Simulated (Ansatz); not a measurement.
# N2: the cost of one run

Program: Ansatz 0.2.0 through its Python package. Level of theory: B3LYP/def2-SVP. These are calculated values, not measurements.

### 1 The system

Bond lengths: N1–N2 1.460 Å.

No structure file is read: the coordinates are typed or built in the script.

### 2 Script

File n2.py:

```python
# -*- coding: utf-8 -*-
import itertools
import warnings

import ansatz as az
from ase.data import atomic_numbers, covalent_radii
import numpy as np

params = {
    "basis_set": "def2-SVP",
    "functional": "b3lyp",
}


def main():
    warnings.simplefilter("ignore", az.DeckWarning)

    geometry_ang = [
        ("N", (0.73, 0.0, 0.0)),
        ("N", (-0.73, 0.0, 0.0)),
    ]
    n2 = az.Crystal.molecule()
    for symbol, xyz in geometry_ang:
        n2 = n2.atom(symbol, xyz)

    model = n2.calculation()
    model = model.basis(gaussian=params["basis_set"])
    model = model.functional(params["functional"])
    symbols = [site.symbol for site in n2.cartesian_sites]
    start = np.array([site.position_ang for site in n2.cartesian_sites], dtype=float)
    def progress(event):
        if event["event"] == "relax_step":
            row = event["data"]
            print(f"step {row['step']:3d}  E = {row['lagrangian_ev']:.6f} eV  largest force component {row['allowed_force_max_ev_ang']:.4f} eV/A")


    summary = model.relax(force_tolerance=0.003).session().plan().execute(on_event=progress).report
    end = np.array(summary["positions_ang"])

    radius = [covalent_radii[atomic_numbers[s]] for s in symbols]
    span = lambda where, i, j: np.linalg.norm(where[i] - where[j])
    bonded = [(i, j) for i, j in itertools.combinations(range(len(symbols)), 2) if min(span(start, i, j), span(end, i, j)) < 1.2 * (radius[i] + radius[j])]
    print("pair        before    after (A)")
    for i, j in bonded:
        print(f"{symbols[i]}{i}-{symbols[j]}{j}".ljust(10), f"{span(start, i, j):8.4f} {span(end, i, j):8.4f}")

    minimum = az.Crystal.molecule()
    for symbol, place in zip(symbols, end):
        minimum = minimum.atom(symbol, place.tolist())
    vibrating = minimum.calculation()
    vibrating = vibrating.basis(gaussian=params["basis_set"])
    vibrating = vibrating.functional(params["functional"])
    vibrating = vibrating.phonons(temperatures=(100, 500, 100))
    vib = vibrating.run(threads=1).report["vibrations"]
    sums = vib["harmonic_sums"]
    modes = [m["omega_inv_cm"] for m in sums["modes_at_gamma"] if m["rigid_motion"] == "no"]
    for number, w in enumerate(modes, start=1):
        print(f"mode {number:2d} {w:9.1f} 1/cm {w / 8065.544 * 1000:8.2f} meV")
    print("imaginary modes:", sum(w < 0 for w in modes), " zero-point energy:", round(sums["zero_point_energy_ev"], 4), "eV")
    print("T (K)   F_vib (eV)   S_vib (meV/K)   C_vib (meV/K)")
    for row in zip(sums["temperatures_k"], sums["vibrational_free_energy_ev"], vib["entropy_ev_per_k"], vib["heat_capacity_ev_per_k"]):
        print(f"{row[0]:6.1f} {row[1]:11.4f} {1000 * row[2]:13.4f} {1000 * row[3]:15.4f}")


if __name__ == "__main__":
    main()
```

### 3 The run

The run is started by

```bash
$ python n2.py
```

**Question.** How long does this script take on 1 thread of Arm Neoverse V2, shared host, and how much memory does it need?

About 3.1 s, with a peak of 0.16 GiB.
